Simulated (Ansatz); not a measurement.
# H₂O₂: geometry and frequencies at several levels, part 2 of 2

Wanted for H₂O₂: geometry and frequencies at several levels.

Ansatz 0.2.0, Gaussian bases.

### Step 8. Frequencies, LDA/def2-SVP

The input, input.yaml:

```yaml
crystal:
  periodic: [false, false, false]
  atoms:
    - { symbol: O, position_ang: [-0.6490006, 0.2429769, 0.2913486] }
    - { symbol: O, position_ang: [0.64326763, 0.24704003, -0.30050531] }
    - { symbol: H, position_ang: [-1.15230409, -0.26816789, -0.37664129] }
    - { symbol: H, position_ang: [1.15809706, -0.22688903, 0.38588799] }
basis:
  gaussian: { orbitals: def2-SVP }
hamiltonian:
  xc: lda
phonons: {}
```

On the command line:

```bash
$ ansatz run input.yaml --threads 1 --pin off --max-ram 2560MiB --backend cpu --events-out ev --progress --plain --runs-dir out
```

Standard output, cut to the lines that bear on the results:

```text
Warning: RAYON_NUM_THREADS=1 ignored (pool sized by the plan → 1); use --threads N
[...]
Functional definition: SPW92
[...]
402 factors; their error is unknown
[...]
mean field -4090.84329720 eV, -150.3357182990 hartree, gradient 1.4e-5 eV, S^2 0.000000; 0 other end points of the search recorded, 0 dependent functions left out
[...]
reference -4090.84331196 eV, -150.3357188413 hartree; 9, 9 occupied and 29, 29 virtual orbitals, 402 factors
[...]
402 factors; their error is unknown
[...]
mean field -4090.84317450 eV, -150.3357137899 hartree, gradient 2.2e-6 eV, S^2 0.000000; 0 other end points of the search recorded, 0 dependent functions left out
[...]
reference -4090.84318927 eV, -150.3357143324 hartree; 9, 9 occupied and 29, 29 virtual orbitals, 402 factors
[...]
402 factors; their error is unknown
[...]
reference -4090.84323564 eV, -150.3357160366 hartree; 9, 9 occupied and 29, 29 virtual orbitals, 402 factors
[...]
402 factors; their error is unknown
mean field -4090.84322532 eV, -150.3357156572 hartree, gradient 2.0e-6 eV, S^2 0.000000; 0 other end points of the search recorded, 0 dependent functions left out
[...]
reference -4090.84324008 eV, -150.3357161999 hartree; 9, 9 occupied and 29, 29 virtual orbitals, 402 factors
Total energy: -4090.84331196 eV, -150.3357188413 hartree
Atom 0 at    -0.649001     0.242977     0.291349 Å, force     0.000602     0.000544     0.001016 eV/Å
Atom 1 at     0.643268     0.247040    -0.300505 Å, force    -0.000615     0.000492    -0.001036 eV/Å
Atom 2 at    -1.152304    -0.268168    -0.376641 Å, force    -0.000308    -0.000537    -0.000824 eV/Å
Atom 3 at     1.158097    -0.226889     0.385888 Å, force     0.000320    -0.000499     0.000843 eV/Å
Dipole moment:     0.004365    -0.373029     0.006969 e Å
Vibrations: 349.98 978.24 1263.81 1408.00 3650.44 3651.26 cm⁻¹, zero-point energy 0.700618 eV
```

Wall time 2.8 s (1 thread of Arm Neoverse V1, shared host); peak memory 0.076 GiB.

Harmonic frequencies (cm⁻¹; negative: imaginary): 350, 978, 1264, 1408, 3650, 3651.

### Step 9. Relaxation, PBE-D4/def2-SVP

The input, input.yaml:

```yaml
crystal:
  periodic: [false, false, false]
  atoms:
    - { symbol: O, position_ang: [-0.66465635, 0.2436947, 0.29887791] }
    - { symbol: O, position_ang: [0.65890559, 0.24784213, -0.30806301] }
    - { symbol: H, position_ang: [-1.15420084, -0.26896332, -0.37733252] }
    - { symbol: H, position_ang: [1.1600116, -0.22761351, 0.38660761] }
basis:
  gaussian: { orbitals: def2-SVP }
hamiltonian:
  xc: pbe
  dispersion: d4
relax:
  f_tol: 0.002
  max_steps: 150
```

On the command line:

```bash
$ ansatz run input.yaml --threads 1 --pin off --max-ram 2560MiB --backend cpu --events-out ev --progress --plain --runs-dir out
```

Standard output, cut to the lines that bear on the results:

```text
Warning: RAYON_NUM_THREADS=1 ignored (pool sized by the plan → 1); use --threads N
[...]
Functional definition: PBE
[...]
402 factors; their error is unknown
[...]
mean field -4116.26448794 eV, -151.2699298275 hartree, gradient 2.0e-5 eV, S^2 0.000000; 0 other end points of the search recorded, 0 dependent functions left out
[...]
reference -4116.26450372 eV, -151.2699304074 hartree; 9, 9 occupied and 29, 29 virtual orbitals, 402 factors
relax step   1: F+E_penalty+E_count = -4116.28276114 eV  Δ(F+E_penalty+E_count) = +0.000e0 eV  max|allowed force component| = 7.972e-3 eV/Å  Δτ_max = 0.0000 Å  (23 SCF iters, accepted)
[...]
relax step   3: F+E_penalty+E_count = -4116.28277731 eV  Δ(F+E_penalty+E_count) = -6.129e-6 eV  max|allowed force component| = 2.640e-3 eV/Å  Δτ_max = 0.0020 Å  (20 SCF iters, accepted)
[...]
relax step   4: F+E_penalty+E_count = -4116.28277756 eV  Δ(F+E_penalty+E_count) = -2.488e-7 eV  max|allowed force component| = 1.273e-3 eV/Å  Δτ_max = 0.0002 Å  (16 SCF iters, accepted)
402 factors; their error is unknown
mean field -4116.26450570 eV, -151.2699304803 hartree, gradient 2.6e-5 eV, S^2 0.000000; 1 other end points of the search recorded, 0 dependent functions left out
[...]
reference -4116.26452150 eV, -151.2699310606 hartree; 9, 9 occupied and 29, 29 virtual orbitals, 402 factors
Total energy: -4116.28279335 eV, -151.2706025391 hartree
Atom 0 at    -0.664142     0.241128     0.299966 Å, force    -0.001270    -0.000132     0.000544 eV/Å
Atom 1 at     0.658452     0.245225    -0.309055 Å, force     0.001273    -0.000122    -0.000539 eV/Å
Atom 2 at    -1.155940    -0.266415    -0.378666 Å, force     0.000275     0.000133     0.000114 eV/Å
Atom 3 at     1.161690    -0.224977     0.387844 Å, force    -0.000278     0.000122    -0.000119 eV/Å
Dipole moment:     0.004140    -0.353796     0.006610 e Å
```

Wall time 2.1 s (1 thread of Arm Neoverse V1, shared host); peak memory 0.082 GiB.

Relaxation path:

```
step  E - E(step 1) (eV)  largest force component (eV/Å)
   1              0.0000                          0.0080
   2              0.0000                          0.0020
   3              0.0000                          0.0026
   4              0.0000                          0.0013
```

Step 1 is the start.

Before: Bond lengths: O1–O2 1.456 Å, O1–H3 0.980 Å, O2–H4 0.980 Å. Angles: O1–O2–H4 99.7°, O2–O1–H3 99.7°.

After: Bond lengths: O1–O2 1.456 Å, O1–H3 0.980 Å, O2–H4 0.980 Å. Angles: O1–O2–H4 99.7°, O2–O1–H3 99.7°.

### Step 10. Frequencies, PBE-D4/def2-SVP

The input, input.yaml:

```yaml
crystal:
  periodic: [false, false, false]
  atoms:
    - { symbol: O, position_ang: [-0.66414224, 0.2411275, 0.29996646] }
    - { symbol: O, position_ang: [0.65845214, 0.24522475, -0.3090547] }
    - { symbol: H, position_ang: [-1.15594024, -0.26641503, -0.37866572] }
    - { symbol: H, position_ang: [1.16169034, -0.22497722, 0.38784395] }
basis:
  gaussian: { orbitals: def2-SVP }
hamiltonian:
  xc: pbe
  dispersion: d4
phonons: {}
```

On the command line:

```bash
$ ansatz run input.yaml --threads 1 --pin off --max-ram 2560MiB --backend cpu --events-out ev --progress --plain --runs-dir out
```

Standard output, cut to the lines that bear on the results:

```text
Warning: RAYON_NUM_THREADS=1 ignored (pool sized by the plan → 1); use --threads N
[...]
[... 1 set-up line as earlier in the session ...]
[...]
402 factors; their error is unknown
[...]
mean field -4116.26450569 eV, -151.2699304798 hartree, gradient 1.9e-5 eV, S^2 0.000000; 0 other end points of the search recorded, 0 dependent functions left out
[...]
reference -4116.26452148 eV, -151.2699310601 hartree; 9, 9 occupied and 29, 29 virtual orbitals, 402 factors
[...]
402 factors; their error is unknown
[...]
mean field -4116.26438889 eV, -151.2699261876 hartree, gradient 1.9e-6 eV, S^2 0.000000; 0 other end points of the search recorded, 0 dependent functions left out
[...]
reference -4116.26440469 eV, -151.2699267682 hartree; 9, 9 occupied and 29, 29 virtual orbitals, 402 factors
[...]
402 factors; their error is unknown
[...]
reference -4116.26444758 eV, -151.2699283442 hartree; 9, 9 occupied and 29, 29 virtual orbitals, 402 factors
[...]
402 factors; their error is unknown
mean field -4116.26442815 eV, -151.2699276303 hartree, gradient 2.0e-6 eV, S^2 0.000000; 0 other end points of the search recorded, 0 dependent functions left out
[...]
reference -4116.26444395 eV, -151.2699282109 hartree; 9, 9 occupied and 29, 29 virtual orbitals, 402 factors
Total energy: -4116.28279334 eV, -151.2706025386 hartree
Atom 0 at    -0.664142     0.241127     0.299966 Å, force    -0.001269    -0.000130     0.000543 eV/Å
Atom 1 at     0.658452     0.245225    -0.309055 Å, force     0.001272    -0.000121    -0.000539 eV/Å
Atom 2 at    -1.155940    -0.266415    -0.378666 Å, force     0.000274     0.000131     0.000114 eV/Å
Atom 3 at     1.161690    -0.224977     0.387844 Å, force    -0.000277     0.000120    -0.000119 eV/Å
Dipole moment:     0.004140    -0.353797     0.006610 e Å
Vibrations: 326.78 911.31 1263.46 1404.85 3637.56 3638.11 cm⁻¹, zero-point energy 0.693199 eV
```

Run time: 3.8 s. Hardware: 1 thread of Arm Neoverse V1, shared host; peak memory 0.078 GiB.

Harmonic frequencies (cm⁻¹; negative: imaginary): 327, 911, 1263, 1405, 3638, 3638.

### Step 11. Relaxation, PBE0-D4/def2-TZVPP

This run stands in another session on the same molecule. It ended at:

```xyz
4

O    -0.6575    0.2590    0.2774
O     0.6514    0.2638   -0.2872
H    -1.1326   -0.2840   -0.3598
H     1.1387   -0.2438    0.3696
```

### Step 12. Relaxation, MP2/def2-TZVPP

The input, input.yaml:

```yaml
crystal:
  periodic: [false, false, false]
  atoms:
    - { symbol: O, position_ang: [-0.65751477, 0.25904344, 0.27741772] }
    - { symbol: O, position_ang: [0.65139758, 0.26381038, -0.2871879] }
    - { symbol: H, position_ang: [-1.13257155, -0.28404794, -0.35975408] }
    - { symbol: H, position_ang: [1.13874874, -0.24384588, 0.36961424] }
basis:
  gaussian: { orbitals: def2-TZVPP }
correlation:
  method: mp2
relax:
  f_tol: 0.002
  max_steps: 40
```

On the command line:

```bash
$ ansatz run input.yaml --threads 1 --pin off --max-ram 2560MiB --backend cpu --events-out ev --progress --plain --runs-dir out
```

Standard output, cut to the lines that bear on the results:

```text
Warning: RAYON_NUM_THREADS=1 ignored (pool sized by the plan → 1); use --threads N
[...]
[... 1 set-up line as earlier in the session ...]
[...]
610 factors; integrals over basis functions are off by at most 2.5e-4 eV
[...]
mean field -4104.72770941 eV, -150.8459610364 hartree, gradient 1.6e-6 eV, S^2 0.000000; 0 other end points of the search recorded, 0 dependent functions left out
2 core orbitals not correlated: weight in the atoms' cores, before any rotation towards them, 1.000 or more for the frozen orbitals, at most 0.000 for the correlated occupied ones
reference -4104.72770941 eV, -150.8459610364 hartree; 7, 7 occupied and 81, 81 virtual orbitals, 610 factors
second order -13.40782117 eV of doubles, -0.00000000 eV of singles
[...]
relax step   1: F+E_penalty+E_count = -4118.13553057 eV  Δ(F+E_penalty+E_count) = +0.000e0 eV  max|allowed force component| = 5.536e-1 eV/Å  Δτ_max = 0.0000 Å  (46 SCF iters, accepted)
[...]
mean field -4104.67426393 eV, -150.8439969512 hartree, gradient 1.0e-6 eV, S^2 0.000000; 1 other end points of the search recorded, 0 dependent functions left out
2 core orbitals not correlated: weight in the atoms' cores, before any rotation towards them, 1.000 or more for the frozen orbitals, at most 0.000 for the correlated occupied ones
reference -4104.67426393 eV, -150.8439969512 hartree; 7, 7 occupied and 81, 81 virtual orbitals, 610 factors
second order -13.47143494 eV of doubles, -0.00000000 eV of singles
[...]
Total energy: -4118.14569886 eV, -151.3390630538 hartree
Atom 0 at    -0.664832     0.250863     0.292770 Å, force    -0.001844    -0.000080    -0.000383 eV/Å
Atom 1 at     0.658911     0.255236    -0.302227 Å, force     0.001845    -0.000022     0.000385 eV/Å
Atom 2 at    -1.131084    -0.275774    -0.366414 Å, force    -0.001148     0.000044     0.000332 eV/Å
Atom 3 at     1.137065    -0.235366     0.375962 Å, force     0.001147     0.000058    -0.000334 eV/Å
Dipole moment:     0.004294    -0.366963     0.006856 e Å
Checks for a lower state left out: cluster_reference
```

Wall time 9 s (1 thread of Arm Neoverse V1, shared host); peak memory 0.14 GiB.

Step by step:

```csv
step,energy from step 1 (eV),largest force component (eV/Å)
1,0.0000,0.5536
2,-0.0063,0.3204
3,-0.0100,0.0266
4,-0.0101,0.0338
5,-0.0102,0.0073
6,-0.0102,0.0018
```

Step 1 is the start.

Before: Bond lengths: O1–O2 1.426 Å, O1–H3 0.963 Å, O2–H4 0.963 Å. Angles: O1–O2–H4 101.1°, O2–O1–H3 101.1°.

After: Bond lengths: O1–O2 1.451 Å, O1–H3 0.964 Å, O2–H4 0.964 Å. Angles: O1–O2–H4 99.3°, O2–O1–H3 99.3°.

### Step 13. Frequencies, MP2/def2-TZVPP

The input, input.yaml:

```yaml
crystal:
  periodic: [false, false, false]
  atoms:
    - { symbol: O, position_ang: [-0.6648317, 0.25086349, 0.29276989] }
    - { symbol: O, position_ang: [0.65891054, 0.25523617, -0.30222707] }
    - { symbol: H, position_ang: [-1.13108359, -0.27577381, -0.36641445] }
    - { symbol: H, position_ang: [1.13706475, -0.23536585, 0.3759616] }
basis:
  gaussian: { orbitals: def2-TZVPP }
correlation:
  method: mp2
phonons: {}
```

On the command line:

```bash
$ ansatz run input.yaml --threads 1 --pin off --max-ram 2560MiB --backend cpu --events-out ev --progress --plain --runs-dir out
```

Standard output, cut to the lines that bear on the results:

```text
Warning: RAYON_NUM_THREADS=1 ignored (pool sized by the plan → 1); use --threads N
[...]
[... 1 set-up line as earlier in the session ...]
[...]
613 factors; integrals over basis functions are off by at most 2.4e-4 eV
[...]
mean field -4104.67426845 eV, -150.8439971174 hartree, gradient 2.8e-6 eV, S^2 0.000000; 0 other end points of the search recorded, 0 dependent functions left out
2 core orbitals not correlated: weight in the atoms' cores, before any rotation towards them, 1.000 or more for the frozen orbitals, at most 0.000 for the correlated occupied ones
reference -4104.67426845 eV, -150.8439971174 hartree; 7, 7 occupied and 81, 81 virtual orbitals, 613 factors
second order -13.47143415 eV of doubles, -0.00000000 eV of singles
[...]
613 factors; integrals over basis functions are off by at most 2.4e-4 eV
[...]
2 core orbitals not correlated: weight in the atoms' cores, before any rotation towards them, 1.000 or more for the frozen orbitals, at most 0.000 for the correlated occupied ones
reference -4104.67182132 eV, -150.8439071869 hartree; 7, 7 occupied and 81, 81 virtual orbitals, 613 factors
second order -13.47380067 eV of doubles, -0.00000000 eV of singles
[...]
Total energy: -4118.14570260 eV, -151.3390631910 hartree
Atom 0 at    -0.664832     0.250863     0.292770 Å, force    -0.001848    -0.000085    -0.000378 eV/Å
Atom 1 at     0.658911     0.255236    -0.302227 Å, force     0.001849    -0.000028     0.000380 eV/Å
Atom 2 at    -1.131084    -0.275774    -0.366414 Å, force    -0.001151     0.000049     0.000328 eV/Å
Atom 3 at     1.137065    -0.235366     0.375962 Å, force     0.001150     0.000064    -0.000331 eV/Å
Dipole moment:     0.004294    -0.366962     0.006856 e Å
Vibrations: 365.41 934.67 1324.64 1437.10 3818.38 3818.85 cm⁻¹, zero-point energy 0.725249 eV
Checks for a lower state left out: cluster_reference
```

Wall time 15 s (1 thread of Arm Neoverse V1, shared host); peak memory 0.14 GiB.

Harmonic frequencies (cm⁻¹; negative: imaginary): 365, 935, 1325, 1437, 3818, 3819.

### Step 14. Geometries side by side

```tsv
level	O1–O2 (Å)	rotational constants (MHz)	dipole (D)	highest frequency (cm⁻¹)	CPU time
HF/STO-3G	1.3961	286220, 28481, 27013	1.32	4147	0.52 s
HF/6-31G*	1.3964	319480, 28389, 27370	1.95	4092	1.5 s
LDA/def2-SVP	1.4214	295960, 27536, 26403	1.79	3651	2.4 s
PBE-D4/def2-SVP	1.4561	293440, 26398, 25320	1.70	3638	2.1 s
PBE0-D4/def2-TZVPP	1.4255	307270, 27285, 26432	1.82	-	7.8 s
MP2/def2-TZVPP	1.4513	301870, 26566, 25633	1.76	3819	8.9 s
```

Constants are for the commonest isotopes at the equilibrium geometry; times are CPU times of the relaxations.

### Step 15. Results

The summary covers parts 1 to 2.

```
                     quantity             value
      O1–O2 at MP2/def2-TZVPP           1.451 Å
frequencies at MP2/def2-TZVPP  365 to 3819 cm⁻¹
```

**Reading.** The O–O distance spreads over 0.060 Å, from HF/STO-3G (shortest) to PBE-D4/def2-SVP. Measured dipole moment of H2O2: 1.77 D (NIST CCCBDB Release 22 (SRD 101), experimental dipoles). This calculation gives 1.76 D (-0.4 %). That is MP2/def2-TZVPP. No mode is imaginary, so the geometry is a minimum.
